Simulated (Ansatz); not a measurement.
## CH₄S, singlet: cost against accuracy

Geometry (MP2(full)/6-31G*, from the G2/97 set):

```yaml
atoms:
  - { symbol: C, position_ang: [-0.0261, 1.2273, 0.0000] }
  - { symbol: S, position_ang: [-0.0261, -0.5871, 0.0000] }
  - { symbol: H, position_ang: [1.3049, -0.7455, 0.0000] }
  - { symbol: H, position_ang: [-1.0708, 1.5392, 0.0000] }
  - { symbol: H, position_ang: [0.4541, 1.6290, 0.8923] }
  - { symbol: H, position_ang: [0.4541, 1.6290, -0.8923] }
```

Measured, as an electronic atomization energy: 473.6 kcal/mol (G2/97 heats of formation of molecule and atoms, with zero-point and thermal terms from B3LYP taken off; Curtiss et al., J. Chem. Phys. 106, 1063 (1997), Staroverov et al., J. Chem. Phys. 119, 12129 (2003)). The measured value holds scalar relativity and spin–orbit coupling, which all computed ones lack, and core correlation, which the wave-function levels lack. Atoms are taken at the same level; beside RHF, RMP2 and RCC rows they are unrestricted. The atoms' steps beyond CCSDT(Q) are taken from restricted open-shell runs, which share full CI's core. Ansatz 0.2.0; the 6-31G* set has Cartesian d functions; a miss is computed less measured; times are wall times on shared hosts and scatter by a factor of two or so.

```
    level        basis  miss (kcal/mol)  time of the run              hardware
      RHF  cc-pV(D+d)Z           -129.1           0.33 s          1 CPU thread
     RMP2  cc-pV(D+d)Z            -34.9                –                     –
 RCCSD(T)  cc-pV(D+d)Z            -34.2            0.6 s          1 CPU thread
RCCSDT(Q)  cc-pV(D+d)Z            -33.9            1.5 s  H100 + 5 CPU threads
  RCCSDTQ  cc-pV(D+d)Z            -33.9             21 s  H100 + 5 CPU threads
      RHF  cc-pV(T+d)Z           -123.2            0.9 s          1 CPU thread
     RMP2  cc-pV(T+d)Z            -10.4                –                     –
 RCCSD(T)  cc-pV(T+d)Z            -10.9            1.5 s  H100 + 5 CPU threads
RCCSDT(Q)  cc-pV(T+d)Z            -10.9            8.5 s  H100 + 5 CPU threads
      RHF  cc-pV(Q+d)Z           -122.6                –                     –
     RMP2  cc-pV(Q+d)Z             -2.9                –                     –
 RCCSD(T)  cc-pV(Q+d)Z             -3.8            1.7 s  H100 + 5 CPU threads
```

HF's time is that of a plain UHF run. A dash: the level came out of a higher level's run.

A composite of the best parts (restricted reference, at this geometry, which isn't the minimum of the high levels):

```csv
part,kcal/mol
"Hartree–Fock limit (T, Q; exp(−5.46 √X))",351.14
"CCSD(T) correlation limit (T, Q; X⁻³)",123.59
CCSDT − CCSD(T) (TZ),-0.28
(Q) (TZ),0.34
CCSDTQ − CCSDT(Q) (DZ),-0.01
sum,474.8
sum less measured,1.2
```
